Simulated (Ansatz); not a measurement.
**Litharge PbO**

The numbers are results of PBE-D4 (Ansatz, an electronic-structure program, plane waves, PAW), not measurements.

Numerical settings: plane-wave cutoff 520 eV, 10×10×8 k mesh (along the axes of the cell as run), perturbation theory, scalar-relativistic PAW data made under PBE.

Cell (relaxed at this level):

```xyz
4
Lattice="4.0367 0.0000 0.0000 0.0000 4.0367 0.0000 0.0000 0.0000 4.9542" Properties=species:S:1:pos:R:3 pbc="T T T"
Pb     2.0183     0.0000     3.7683
Pb     0.0000     2.0183     1.1859
O      2.0183     2.0183     0.0000
O      0.0000     0.0000     0.0000
```

```json
{
 "electronic dielectric constant ε∞ (mean over three axes)": "6.65",
 "dielectric constant ε0 (ions relaxed) (mean over three axes)": "17.6"
}
```

Note: the dispersion coefficients are held fixed in the derivatives.

Spin–orbit coupling is not included; it can shift volumes and moduli of such heavy elements.

It cost about 21 core-minutes (a rough figure) of CPU time.
